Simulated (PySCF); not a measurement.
Molecule: SMILES Cn1cnnc1, C$_{3}$H$_{5}$N$_{3}$.

Numbering as in the mapped SMILES `[CH3:1][n:2]1[cH:3][n:4][n:5][cH:6]1`; H(Xn) means a hydrogen on atom n.

Geometry PBE0-D3(BJ)/def2-SVP throughout; GIAO in PySCF 2.14, gas phase, one conformer, non-relativistic; equivalent atoms averaged; basis pcSseg-2.

Q: How do the shifts δ (against TMS, NH3 at the same level) depend on the functional? (ppm; last column core-seconds on 1 thread of an Arm Neoverse V1, shared host)

A: 
```
functional          kind  C3/C6    C1  N4/N5     N2  H(C3)/H(C6)  H(C1)  core-s
        HF  Hartree–Fock  154.7  29.9  380.1  163.1         8.08   3.51      23
       LDA           LDA  151.2  30.2  389.1  200.4         7.78   3.63      49
       PBE           GGA  146.4  31.2  374.5  191.1         7.78   3.62      52
      BLYP           GGA  146.8  31.3  379.5  192.6         7.74   3.65      53
      BP86           GGA  146.1  31.5  372.1  189.4         7.77   3.61      49
      OPBE           GGA  141.8  31.7  356.6  182.4         7.84   3.58      45
```

Q: Which nucleus moves most, in ppm?

A: N2 (pyrrole-type ring nitrogen): from 163.1 ppm with HF to 200.4 ppm with LDA. The smallest spread is 0.14 ppm, at H(C1). Proton shifts span only some 12 ppm, so a few tenths of a ppm matter as much there as several ppm in carbon.
